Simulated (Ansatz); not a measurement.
Cost and result for the atomization energy of C₄H₄F₂ (`FC1=CC(F)C1`) (10 atoms, 10 bonds).

Z-matrix (Å, degrees):
```
C
F 1 1.379
C 1 1.555 2 113.9
C 1 1.502 2 115.6 3 100.7
H 1 1.093 2 107.3 3 -128.0
C 3 1.492 1 82.5 2 119.7
H 3 1.091 1 112.6 2 4.8
H 3 1.092 1 116.5 2 -123.9
H 4 1.080 1 133.5 2 64.6
F 6 1.317 3 128.4 1 174.5
```

The species carries charge 0 and has multiplicity 1. The geometry is a stationary point of PBE0-D4/def2-TZVP. Program: Ansatz. All runs use 4 threads of an Arm Neoverse V2 on a shared host. Times are those of one run each, without the atoms' runs, and a repeat can differ threefold. Electronic energies, without spin–orbit coupling; frozen cores. CCSD(T)/CBS adds CCSD(T) − MP2 in def2-TZVPP to the MP2 limit, and its time is that of the two runs behind it. T1 = 0.012. B3LYP takes the VWN-RPA correlation (the form of Gaussian; ORCA's B3LYP/G).

CCSD(T)/CBS is a level of theory with its own doubt, some kJ/mol a heavy atom from the limit and from the frozen cores, so smaller differences don't rank the functionals.

| level | functions | wall time |
| --- | --- | --- |
| revPBE-D4/def2-TZVPP | 242 | 1.8 s |
| PBE0-D4/def2-TZVPP | 242 | 2.1 s |
| BHLYP-D4/def2-TZVPP | 242 | 2.4 s |
| B3LYP-D4/def2-TZVPP (with forces) | 242 | 3.4 s |
| r2SCAN-D4/def2-TZVPP (with forces) | 242 | 4 s |
| r2SCANh-D4/def2-TZVPP | 242 | 4 s |
| PBE-QIDH/def2-TZVPP | 242 | 4.6 s |
| ωB97X-V/def2-TZVPP | 242 | 6 s |
| CCSD(T)/def2-SVP | 104 | 6 s |
| ωB97M-V/def2-TZVPP (with forces) | 242 | 9 s |
| MP2/def2-QZVPP | 462 | 18 s |
| CCSD(T)/def2-TZVPP | 242 | 2.7 min |
| CCSD(T)/CBS(def2) | – | 3 min |

Problem. What atomization energy does each give, and how far from CCSD(T)/CBS? (Best estimate.)

Solution. Computed: 
| level | atomization (kcal/mol) | difference from CCSD(T)/CBS | per bond |
| --- | --- | --- | --- |
| revPBE-D4/def2-TZVPP | 1034.1 | 12.8 | 1.3 |
| PBE0-D4/def2-TZVPP | 1038.8 | 17.5 | 1.7 |
| BHLYP-D4/def2-TZVPP | 980.3 | -41.0 | -4.1 |
| B3LYP-D4/def2-TZVPP (with forces) | 1021.1 | -0.2 | 0.0 |
| r2SCAN-D4/def2-TZVPP (with forces) | 1030.0 | 8.7 | 0.9 |
| r2SCANh-D4/def2-TZVPP | 1021.2 | -0.1 | 0.0 |
| PBE-QIDH/def2-TZVPP | 1025.4 | 4.1 | 0.4 |
| ωB97X-V/def2-TZVPP | 1026.4 | 5.1 | 0.5 |
| CCSD(T)/def2-SVP | 978.6 | -42.7 | -4.3 |
| ωB97M-V/def2-TZVPP (with forces) | 1027.8 | 6.5 | 0.6 |
| MP2/def2-QZVPP | 1042.3 | 21.0 | 2.1 |
| CCSD(T)/def2-TZVPP | 995.3 | -26.0 | -2.6 |
| CCSD(T)/CBS(def2) | 1021.3 | 0.0 | 0.0 |

From r2SCAN to r2SCAN0 (25 % exact exchange), in def2-TZVPP and without D4, the atomization energy moves by −21.6 kcal/mol: exact exchange takes away binding that semilocal exchange gives to molecules. In def2-TZVPP, CCSD(T) changes the Hartree–Fock value by +264.4 kcal/mol (the triples alone add +19.6 kcal/mol) and MP2 by +296.1 kcal/mol; breaking electron pairs costs correlation energy, which Hartree–Fock lacks. Leaving LDA and LC-ωPBE aside and taking each functional with its dispersion term where it has one, the values, not all of them listed here, spread over 86.8 kcal/mol, from BHLYP-D4 to PBE-D4. LDA lies +146.1 kcal/mol from PBE without D4, its usual overbinding.
